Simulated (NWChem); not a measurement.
The numbers come from NWChem runs, not from measurements. System: allene (C₃H₄), charge 0, spin multiplicity 1, at a geometry optimised with PBE0/def2-SVP. Level: TPSS/def2-TZVP.

Part of the output:

```
             Northwest Computational Chemistry Package (NWChem) 7.3.0
             --------------------------------------------------------

                                NWChem Input Module
                                -------------------

 Scaling coordinates for geometry "geometry" by  1.889725989
 (inverse scale =  0.529177249)

 Turning off AUTOSYM since
 SYMMETRY directive was detected!

                             Geometry "geometry" -> ""
                             -------------------------

 Output coordinates in angstroms (scale by  1.889725989 to convert to a.u.)

  No.       Tag          Charge          X              Y              Z
 ---- ---------------- ---------- -------------- -------------- --------------
    1 C                    6.0000     0.00000000     0.00000000     1.30776200
    2 C                    6.0000     0.00000000     0.00000000     0.00000000
    3 C                    6.0000     0.00000000     0.00000000    -1.30776200
    4 H                    1.0000     0.00000000    -0.93675100     1.87488000
    5 H                    1.0000     0.00000000     0.93675100     1.87488000
    6 H                    1.0000     0.93675100     0.00000000    -1.87488000
    7 H                    1.0000    -0.93675100     0.00000000    -1.87488000

 Effective nuclear repulsion energy (a.u.)      59.0007399211

            Nuclear Dipole moment (a.u.)
            ----------------------------
        X                 Y               Z
 ---------------- ---------------- ----------------
     0.0000000000     0.0000000000     0.0000000000

      Symmetry information
      --------------------

 Group name             C2v
 Group number             16
 Group order               4
 No. of unique centers     5

      Symmetry unique atoms

     1    2    3    4    6


 Summary of "ao basis" -> "" (spherical)
 ------------------------------------------------------------------------------
       Tag                 Description            Shells   Functions and Types
 ---------------- ------------------------------  ------  ---------------------
 *                         def2-tzvp                  on all atoms

                                 NWChem DFT Module
                                 -----------------

 Summary of "ao basis" -> "ao basis" (spherical)
 ------------------------------------------------------------------------------
       Tag                 Description            Shells   Functions and Types
[...]
 Vector   10  Occ=2.000000D+00  E=-2.412449D-01  Symmetry=b2
              MO Center= -5.4D-16,  2.9D-15, -5.1D-01, r^2= 2.1D+00
   Bfn.  Coefficient  Atom+Function         Bfn.  Coefficient  Atom+Function
  ----- ------------  ---------------      ----- ------------  ---------------
    69      0.309096  3 C  py                72      0.268533  3 C  py
    38      0.265061  2 C  py                41      0.228670  2 C  py
    75      0.183798  3 C  py                95      0.106954  4 H  s
   101     -0.106954  5 H  s                 44      0.102172  2 C  py
    96      0.100804  4 H  s                102     -0.100804  5 H  s

 Vector   11  Occ=2.000000D+00  E=-2.412394D-01  Symmetry=b1
              MO Center= -2.8D-15,  1.3D-19,  5.1D-01, r^2= 2.1D+00
   Bfn.  Coefficient  Atom+Function         Bfn.  Coefficient  Atom+Function
  ----- ------------  ---------------      ----- ------------  ---------------
     6      0.309091  1 C  px                 9      0.268526  1 C  px
    37      0.265069  2 C  px                40      0.228678  2 C  px
    12      0.183796  1 C  px               107     -0.106954  6 H  s
   113      0.106954  7 H  s                 43      0.102180  2 C  px
   108     -0.100809  6 H  s                114      0.100809  7 H  s

 Vector   12  Occ=0.000000D+00  E=-2.067982D-02  Symmetry=b2
              MO Center= -3.2D-16,  8.8D-15, -3.1D-01, r^2= 3.2D+00
   Bfn.  Coefficient  Atom+Function         Bfn.  Coefficient  Atom+Function
  ----- ------------  ---------------      ----- ------------  ---------------
    75      0.554620  3 C  py                44     -0.478051  2 C  py
    96     -0.459487  4 H  s                102      0.459487  5 H  s
    38     -0.329401  2 C  py                41     -0.292571  2 C  py
    69      0.284292  3 C  py                72      0.253405  3 C  py
    13     -0.153634  1 C  py                95     -0.103014  4 H  s

 Vector   13  Occ=0.000000D+00  E=-2.067946D-02  Symmetry=b1
              MO Center=  1.0D-14,  5.2D-17,  3.1D-01, r^2= 3.2D+00
   Bfn.  Coefficient  Atom+Function         Bfn.  Coefficient  Atom+Function
  ----- ------------  ---------------      ----- ------------  ---------------
    12      0.554617  1 C  px                43     -0.478032  2 C  px
   108      0.459515  6 H  s                114     -0.459515  7 H  s
    37     -0.329393  2 C  px                40     -0.292564  2 C  px
     6      0.284295  1 C  px                 9      0.253405  1 C  px
    74     -0.153662  3 C  px               107      0.103014  6 H  s

 Vector   14  Occ=0.000000D+00  E= 5.157031D-02  Symmetry=a1
              MO Center= -8.5D-15, -9.5D-15, -2.9D-04, r^2= 7.6D+00
   Bfn.  Coefficient  Atom+Function         Bfn.  Coefficient  Atom+Function
  ----- ------------  ---------------      ----- ------------  ---------------
    35      1.660774  2 C  s                  5     -1.498678  1 C  s
    67     -1.498764  3 C  s                  4     -1.319316  1 C  s
    66     -1.319394  3 C  s                 96      1.093495  4 H  s
   102      1.093495  5 H  s                108      1.093707  6 H  s
   114      1.093707  7 H  s                 36      1.037346  2 C  s

 center of mass
 --------------
 x =   0.00000000 y =   0.00000000 z =   0.00000000

 moments of inertia (a.u.)
 ------------------
         203.498019678243           0.000000000000           0.000000000000
           0.000000000000         203.498019678243           0.000000000000
           0.000000000000           0.000000000000          12.632552763193

     Multipole analysis of the density
     ---------------------------------

     L   x y z        total         alpha         beta         nuclear
     -   - - -        -----         -----         ----         -------
     0   0 0 0     -0.000000    -11.000000    -11.000000     22.000000

     1   1 0 0     -0.000000     -0.000000     -0.000000      0.000000
     1   0 1 0      0.000000      0.000000      0.000000      0.000000
     1   0 0 1      0.000108      0.000054      0.000054      0.000000

     2   2 0 0    -14.421479    -10.344357    -10.344357      6.267235
     2   1 1 0     -0.000000     -0.000000     -0.000000      0.000000
     2   1 0 1     -0.000000     -0.000000     -0.000000      0.000000
     2   0 2 0    -14.421459    -10.344347    -10.344347      6.267235
     2   0 1 1     -0.000000     -0.000000     -0.000000      0.000000
     2   0 0 2    -11.651631    -67.575941    -67.575941    123.500251

 Task  times  cpu:        3.8s     wall:        3.8s

 Total times  cpu:        3.8s     wall:        3.8s
```

**Question.** Write an NWChem input that would produce this output.

**Answer.** This is not unique; one that fits is 
```
start mol
memory heap 200 mb stack 900 mb global 1100 mb
geometry units angstroms nocenter noautoz
  C      0.000000     0.000000     1.307762
  C      0.000000     0.000000    -0.000000
  C      0.000000     0.000000    -1.307762
  H      0.000000    -0.936751     1.874880
  H      0.000000     0.936751     1.874880
  H      0.936751     0.000000    -1.874880
  H     -0.936751     0.000000    -1.874880
  symmetry group C2v
end
basis spherical
  * library def2-tzvp
end
dft
  xc xtpss03 ctpss03
  semidirect memsize 60000000 filesize 0
  iterations 100
  grid fine
end
task dft energy
```
